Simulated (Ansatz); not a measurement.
`CCCCC(C)(C)C` + H₂S → `CC(C)(C)S` + `CCCC`  (substitution at a C–C bond)

Calculated with Ansatz (gas phase, PBE0-D4/def2-TZVP geometries, no zero-point term in ΔE). CBS: MP2 limit from def2 TZ/QZ plus the TZ coupled-cluster correction, frozen cores. This one scheme is used for every species. DFT in def2-TZVPP. HSE06 is defined as in plane-wave codes. Each species was taken in one conformer, which may not be the lowest.

`CCCCC(C)(C)C`:

```xyz
26

C    -2.377    2.346    1.510
C    -2.103    1.241    0.505
C    -0.661    0.759    0.528
C    -0.401   -0.346   -0.483
C     1.026   -0.909   -0.549
C     2.023    0.182   -0.930
C     1.052   -1.997   -1.619
C     1.429   -1.524    0.789
H    -1.746    3.219    1.317
H    -2.168    2.010    2.530
H    -3.418    2.674    1.475
H    -2.349    1.592   -0.504
H    -2.769    0.392    0.699
H    -0.421    0.411    1.538
H     0.000    1.612    0.334
H    -0.668    0.022   -1.482
H    -1.086   -1.178   -0.277
H     3.025   -0.238   -1.052
H     1.743    0.658   -1.874
H     2.084    0.961   -0.166
H     2.051   -2.435   -1.710
H     0.353   -2.803   -1.378
H     0.773   -1.593   -2.597
H     1.482   -0.773    1.581
H     0.714   -2.291    1.100
H     2.413   -1.995    0.716
```

H₂S:

Z-matrix (Å, degrees):
```
S
H 1 1.341
H 1 1.341 2 92.3
```

`CC(C)(C)S`:

Cartesian coordinates in Å:
```
C -0.686 -1.209 -0.361
C -0.138 0.135 0.096
C 0.592 -0.014 1.426
C 0.793 0.721 -0.955
S -1.518 1.297 0.435
H -1.363 -1.629 0.384
H -1.233 -1.113 -1.302
H 0.137 -1.914 -0.521
H -0.068 -0.421 2.195
H 0.979 0.946 1.774
H 1.436 -0.699 1.305
H 1.640 0.047 -1.124
H 1.180 1.691 -0.638
H 0.276 0.857 -1.908
H -2.027 1.305 -0.808
```

`CCCC`:

```xyz
14

C    -1.789    0.735    0.221
C    -0.495    0.024    0.576
C     0.494   -0.026   -0.577
C     1.789   -0.734   -0.221
H    -2.295    0.238   -0.612
H    -2.482    0.757    1.065
H    -1.600    1.769   -0.081
H    -0.714   -0.998    0.906
H    -0.024    0.522    1.432
H     0.712    0.997   -0.908
H     0.024   -0.525   -1.432
H     1.602   -1.768    0.084
H     2.296   -0.235    0.611
H     2.482   -0.758   -1.065
```

| level | ΔE (eV) |
| --- | --- |
| HSE06-D4 | 0.00 |
| ωB97X-V | 0.04 |
| r2SCANh | -0.02 |
| MP2/def2-SVP | 0.09 |
| CCSD/def2-SVP | 0.11 |
| CCSD(T)/def2-SVP | 0.12 |
| MP2/def2-TZVPP | 0.05 |
| SCS-MP2/def2-TZVPP | 0.03 |

(1) What does CCSD(T)/CBS give? (Best estimate.)

Largest T1 diagnostic among the species: 0.009.

Answers

(1) Computed: +0.05 eV. The listed levels differ from it by -0.05, -0.01, -0.07, 0.04, 0.06, 0.07, 0.00, -0.02 eV.

The D4 term adds +0.06 eV with B3LYP and +0.05 eV with PBE0; it sums over pairs of atoms, weighted by their polarisabilities, and B3LYP, whose exchange is more repulsive, gets the larger term. Leaving LDA and LC-ωPBE aside and taking each functional with its dispersion term where it has one, the values, not all of them listed here, spread over 0.08 eV, from BLYP-D4 to ωB97M-V. LDA lies +0.13 eV from PBE without D4.

B3LYP here is the variant with VWN-RPA as its local correlation; programs differ in this.
